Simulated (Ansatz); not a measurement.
We consider diamond, described by r²SCAN0 (PAW; Ansatz, an electronic-structure program).

Run with plane-wave cutoff 600 eV, 12×12×12 k mesh, scalar-relativistic PAW data made under PBE.

Computed at the level's own relaxed cell.

Hill averages of the elastic tensor: K = 479.4 GPa, G = 581.9 GPa. Volume 5.544 Å³/atom, mean atomic mass 12.011 u.

### Question
Work out the density, the sound velocities of a polycrystal and the elastic Debye temperature at this level.

### Answer
ρ = 1.66054 × 12.011/5.544 = 3.598 g/cm³. v_l = √[(K + 4G/3)/ρ] = 18.678 km/s and v_t = √(G/ρ) = 12.717 km/s. The mean follows from 3/v_m³ = 1/v_l³ + 2/v_t³: v_m = 13.863 km/s. Θ_D = (ħ/k_B) v_m (6π²/V)^(1/3) = 76.38 K Å s/km × 13.863 × 2.2023 Å⁻¹ = 2332 K, counting all atoms of the cell.

Measured, for comparison: Voigt–Reuss–Hill bulk modulus 442 GPa (temperature not stated, not corrected to a static lattice, from single-crystal Cij; as tabulated in Råsander and Moram (2015), arXiv:1505.02379). Computed (rounded) less measured: Voigt–Reuss–Hill bulk modulus +8 %. A static lattice is as a rule a little smaller and stiffer than an uncorrected measurement, which narrows the difference in the Voigt–Reuss–Hill bulk modulus and would widen misses of the other sign.
